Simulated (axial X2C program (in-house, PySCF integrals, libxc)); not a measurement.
# Outer orbitals of SiB at 1.913 Å, PBE0

All values were computed with an in-house relativistic program for diatomic molecules. Spin-free means the one-electron spin-free X2C Hamiltonian; two-component (2c) means X2C with spin–orbit coupling and atomic mean-field two-electron Coulomb and Gaunt terms, so the difference of the two also holds small scalar two-electron terms. Basis: Si dyall-v3z [8s7p2d1f], B dyall-v3z [7s6p2d1f] (cores contracted in-house); Gaussian nuclei, density fitting, unrestricted open shells. Masses: Si 27.977 u, B 11.009 u.

The distance is close to the 2c PBE0 minimum; the highest filled and lowest empty levels are listed.

Spin-free orbitals, state M_S = 3/2, Λ = 0 (beyond evenly filled blocks: σα, π+α, π-α) (Löwdin shares):

```json
{"symmetry": "σα", "occupied": "yes", "ε (eV)": "-15.48", "atomic character": "43% Si s, 35% B s, 11% B p"}
{"symmetry": "σβ", "occupied": "yes", "ε (eV)": "-13.30", "atomic character": "47% Si s, 31% B s, 13% B p"}
{"symmetry": "σα", "occupied": "yes", "ε (eV)": "-10.04", "atomic character": "30% B s, 24% Si p, 23% Si s"}
{"symmetry": "σβ", "occupied": "yes", "ε (eV)": "-8.05", "atomic character": "43% Si p, 25% Si s, 22% B s"}
{"symmetry": "π-α", "occupied": "yes", "ε (eV)": "-6.83", "atomic character": "50% Si p, 45% B p, 2% B d"}
{"symmetry": "π+α", "occupied": "yes", "ε (eV)": "-6.83", "atomic character": "50% Si p, 45% B p, 2% B d"}
{"symmetry": "σα", "occupied": "yes", "ε (eV)": "-6.73", "atomic character": "49% B p, 32% Si p, 10% Si s"}
{"symmetry": "π-β", "occupied": "no", "ε (eV)": "-3.27", "atomic character": "58% Si p, 38% B p, 3% B d"}
{"symmetry": "π+β", "occupied": "no", "ε (eV)": "-3.27", "atomic character": "58% Si p, 38% B p, 3% B d"}
{"symmetry": "σβ", "occupied": "no", "ε (eV)": "-2.51", "atomic character": "53% B p, 22% B s, 17% Si p"}
{"symmetry": "π-α", "occupied": "no", "ε (eV)": "-1.70", "atomic character": "41% B p, 41% Si p, 11% Si d"}
{"symmetry": "π+α", "occupied": "no", "ε (eV)": "-1.70", "atomic character": "41% B p, 41% Si p, 11% Si d"}
```

Spinors with spin–orbit coupling (state Ω = 3/2):

```tsv
ω	occupied	ε (eV)	atomic character	λ mixture
1/2	yes	-15.48	43% Si s, 35% B s, 11% B p	100% σ
-1/2	yes	-13.31	47% Si s, 31% B s, 13% B p	100% σ
1/2	yes	-10.04	30% B s, 24% Si p, 23% Si s	100% σ
-1/2	yes	-8.05	43% Si p, 25% Si s, 22% B s	100% σ
-1/2	yes	-6.84	50% Si p, 45% B p, 2% B d	100% π
3/2	yes	-6.83	49% Si p, 45% B p, 2% B d	100% π
1/2	yes	-6.72	49% B p, 32% Si p, 10% Si s	100% σ
1/2	no	-3.28	58% Si p, 38% B p, 3% B d	100% π
-3/2	no	-3.27	58% Si p, 38% B p, 3% B d	100% π
-1/2	no	-2.51	53% B p, 22% B s, 17% Si p	100% σ
-1/2	no	-1.70	42% B p, 40% Si p, 11% Si d	100% π
3/2	no	-1.69	41% B p, 41% Si p, 11% Si d	100% π
```

Mulliken charges and populations of the two-component result (they depend on the basis, above all on diffuse functions):

Si 0.00 e (s 5.87 p 8.02 d 0.10 f 0.01), B 0.00 e (s 3.47 p 1.50 d 0.03). ⟨Lz⟩ = 0.00 ħ and ⟨Sz⟩ = 1.50 ħ (0.69 and 0.81 on the two atoms), which add up to Ω.

The state is one determinant whose occupation by symmetry is held fixed; it was picked as the lowest of a PBE0 search that is not exhaustive. Density functionals use the spin component along the axis (collinear). PBE0 can misorder states that lie within some tenths of an eV, so this need not be the ground state of the molecule. The nearest other spin-free determinant of the search, M_S = 1/2, Λ = 0, lies 0.32 eV up at the distance of the search. With several unpaired electrons one determinant need not be a pure state. This is the top spin component of a Σ state; components of lower Ω are not single determinants and can lie lower.
